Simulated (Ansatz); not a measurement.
Process, species as SMILES: P (PH3) + H+ → [PH4+]
B3LYP-D3(BJ)/def2-TZVP geometries, fixed; electronic energies without zero-point terms; positive where energy is released.

Core correlation in the proton affinity at CCSD(T) with Ansatz (an electronic-structure program), in kcal/mol: frozen core against 1s of Al to Cl frozen alone. Core-valence sets carry the plain set on hydrogen. Costs are rough ratios of core time on shared machines of one kind.

```csv
basis,"functions, most",frozen core,1s of Al to Cl frozen alone,core term (second minus first),cost over frozen core
cc-pV(D+d)Z,43,195.04,195.20,0.16,-
cc-pCVDZ,47,194.23,194.27,0.04,-
cc-pV(T+d)Z,95,193.77,194.21,0.44,-
cc-pwCVTZ,115,193.90,193.54,-0.36,1×
cc-pCVTZ,115,193.69,193.42,-0.27,2×
cc-pV(Q+d)Z,184,193.63,193.70,0.07,1×
cc-pCVQZ,229,193.67,193.32,-0.35,-
cc-pwCVQZ,229,193.67,193.30,-0.37,-
```

The largest core-valence set, cc-pwCVQZ, gives a core term of -0.37 kcal/mol; the valence set cc-pV(Q+d)Z, which lacks functions for the core, gives 0.07.
